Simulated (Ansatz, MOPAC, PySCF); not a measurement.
Molecule: HCl, charge 0, multiplicity 1. SMILES: Cl
Geometry from a B3LYP-D3(BJ)/def2-TZVP (Ansatz, an electronic-structure program) optimisation:
```xyz
2

Cl     0.0000     0.0000    -0.0712
H      0.0000     0.0000     1.2108
```
Charge 0, spin multiplicity 1.

PM7 beside other levels, property by property. Terms: six Cartesian d functions in 6-31G* and its kin unless marked 5d; valence correlation only; PM7 with its own dispersion and hydrogen-bond terms; no spin-orbit coupling; 6-311+G** with 5d, 6d on Na to Ar in Ansatz; each state is the SCF solution reached for its charge and spin; open shells spin-unrestricted; non-relativistic. CBS(X,Y): correlation extrapolated as X^-3; Hartree-Fock from the larger set. Ab initio and DFT rows: single points at B3LYP-D3(BJ) geometries (Ansatz), with unscaled harmonic terms from B3LYP/6-31G* at its own minima, enthalpies of formation by atomisation with measured atoms. Semi-empirical rows: MOPAC heats of formation at their own minima for 298 K, the proton's as measured; differences of heats of formation at the shared geometry for vertical values; dipoles at the shared geometry. Sets without +, aug- or the D of def2-TZVPD hold no diffuse functions, which anions need.

Measured values: Active Thermochemical Tables 1.112 (ions: stationary electron), as tabulated in the package chemicals; NIST CCCBDB, as tabulated in the package chemicals; they hold spin-orbit and core effects, anharmonicity. Coupled cluster (Ansatz) is a level with limits of its own, used here on species with T1 under 0.025 (0.045 for open shells) and stable references: CCSD(T)/CBS(aug-cc-pV(T+d)Z,aug-cc-pV(Q+d)Z).

```csv
property,PM7 (MOPAC),B3LYP/6-31G* (Ansatz),B3LYP/6-311+G** (Ansatz),M06-2X/6-31G* (5d) (PySCF),to compare with
"deprotonation enthalpy (Cl-H bond) at 298 K, to [Cl-] + H+ (kcal/mol)",326.3,337.7,329.4,334.4,332.9 coupled cluster
vertical ionisation energy to the doublet (eV),11.70,12.74,12.80,12.77,12.84 coupled cluster
size of the dipole moment (D),1.77,1.46,1.41,1.51,1.08 measured
enthalpy of formation at 298 K (kcal/mol),-20.5,-15.5,-19.0,-15.8,-22.0 measured
"Cl-H bond dissociation enthalpy at 298 K, to Cl atom + H atom (kcal/mol)",101.4,96.6,100.1,96.9,103.1 measured
```

As the rows show:
- deprotonation enthalpy (Cl-H bond) at 298 K, to [Cl-] + H+: PM7 lies 6.6 kcal/mol below coupled cluster.
- vertical ionisation energy to the doublet: PM7 lies 1.14 eV below coupled cluster.
- size of the dipole moment: PM7 lies 0.69 D above the measured value.
- enthalpy of formation at 298 K: PM7 lies 1.5 kcal/mol above the measured value.
- Cl-H bond dissociation enthalpy at 298 K, to Cl atom + H atom: PM7 lies 1.7 kcal/mol below the measured value.

The properties are those with a value to compare with, at most eight drawn at random. No case is left out for the size of its miss. Left out are saddle points of the reference geometry, anions that the best level run finds unbound, excited spin states, species near biochemistry, cases with under five habitual levels, runs that failed or whose electronic state is in doubt, and table entries that another table contradicts.
